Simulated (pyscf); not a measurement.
**Four-centre exchange: GaH (SMILES [GaH]) [singlet] + NH₃ (SMILES N) → H₂N–Ga (SMILES [NH2][Ga]) [singlet] + H₂ (SMILES [H][H])**

Gas phase, singlet surface, charge 0. Bonds broken: Ga1–H2, N3–H4. Bonds formed: Ga1–N3, H2–H4. Single points on ωB97X-D3(BJ)/def2-SVP structures (PySCF, gas phase).

Transition state (Å):

```xyz
6

Ga     0.1659    -0.1544     1.1248
H     -1.7371     0.6904     1.3084
N     -0.9672    -0.2381    -0.6461
H     -1.6984     0.2569     0.3842
H     -1.0898    -1.1117    -1.1583
H     -0.8898     0.5223    -1.3229
```

One imaginary mode, 1518i cm⁻¹; descent along it reached the two sides named, in the forms told below.

```json
[
 {"bond": "Ga1–H2", "change": "breaks", "reactant side (Å)": "1.691", "saddle": "2.090", "product side": "4.5"},
 {"bond": "N3–H4", "change": "breaks", "reactant side (Å)": "1.021", "saddle": "1.357", "product side": "2.7"},
 {"bond": "Ga1–N3", "change": "forms", "reactant side (Å)": "2.396", "saddle": "2.104", "product side": "1.868"},
 {"bond": "H2–H4", "change": "forms", "reactant side (Å)": "2.9", "saddle": "1.022", "product side": "0.762"}
]
```

Electronic energies relative to the separated reactants (kcal/mol):

```csv
level,barrier,reaction energy,reverse barrier
ωB97X-D3(BJ)/def2-TZVP,12.7,-15.9,28.7
PBE/def2-TZVP,8.1,-15.6,23.7
r²SCAN/def2-TZVP,9.2,-17.2,26.4
B3LYP-D3(BJ)/def2-TZVP,12.1,-15.4,27.6
PBE0-D3(BJ)/def2-TZVP,10.8,-14.4,25.2
M06-2X/def2-TZVP,13.0,-17.7,30.7
ωB97M-D3(BJ)/def2-TZVP,14.6,-14.0,28.6
HF/def2-TZVP,30.9,-9.2,40.1
```

With ωB97M-D3(BJ)/def2-TZVP energies and thermal terms (ideal gas, 1 atm, RRHO with modes under 100 cm⁻¹ raised to 100, one conformer, R ln 2 for chiral ones without a mode under 150 cm⁻¹), in kcal/mol:

| T (K) | ΔH‡ | ΔG‡ | ΔH | ΔG |
|---|---|---|---|---|
| 298 | 12.5 | 20.7 | -16.6 | -15.9 |
| 600 | 12.6 | 28.9 | -15.6 | -15.5 |
| 900 | 13.1 | 37.0 | -14.9 | -15.6 |
| 1200 | 13.7 | 44.8 | -14.5 | -15.9 |

On the reactant side the descent ends in a bound adduct, 13.7 kcal/mol under the separated species and 26.4 kcal/mol under the saddle at ωB97X-D3(BJ)/def2-TZVP. At the saddle there is also a short Ga–H contact that neither side keeps. This is the saddle that the search found; another between the same sides may lie lower. Elements up to Kr have no core potential and no relativistic terms here.
